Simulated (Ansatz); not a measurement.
C₃H₈FN (`CC(C)(N)F`), relaxed with RKS PBE0-D4/def2-TZVP in the Gaussian-basis code of Ansatz from a PBE-D4/def2-SVP geometry. The force threshold is 0.005 eV/Å; the program also tests the step.

The species carries charge 0 and has multiplicity 1.

Start:

```xyz
13

C     1.334    0.406    0.041
C    -0.177    0.315   -0.170
C    -0.911   -0.351    0.995
N    -0.500   -0.284   -1.417
F    -0.635    1.673   -0.166
H     1.797    0.928   -0.821
H     1.562    0.990    0.953
H     1.786   -0.601    0.138
H    -0.572   -1.397    1.136
H    -2.002   -0.351    0.794
H    -0.740    0.210    1.933
H     0.286   -0.539   -2.014
H    -1.227   -0.999   -1.401
```

Problem. By how much does the energy fall, and how many steps does the optimiser take? (Best estimate.)

Solution. The calculation gave: 1.19 kcal/mol, in 5 steps.

Problem. Which bonds change most? (Best estimate.)

Solution. The calculation gave: C3–H9 from 1.108 to 1.092 Å; C1–H8 from 1.108 to 1.092 Å; C3–H11 from 1.107 to 1.090 Å; C3–H10 from 1.109 to 1.092 Å.

Problem. Give the relaxed structure. (Estimate.)

Solution. Ansatz gave: 
```xyz
13

C     1.322    0.400    0.043
C    -0.176    0.315   -0.166
C    -0.902   -0.346    0.987
N    -0.503   -0.278   -1.407
F    -0.630    1.657   -0.174
H     1.785    0.903   -0.809
H     1.547    0.977    0.941
H     1.752   -0.598    0.146
H    -0.553   -1.372    1.123
H    -1.976   -0.359    0.787
H    -0.735    0.210    1.909
H     0.273   -0.511   -2.001
H    -1.203   -0.998   -1.379
```
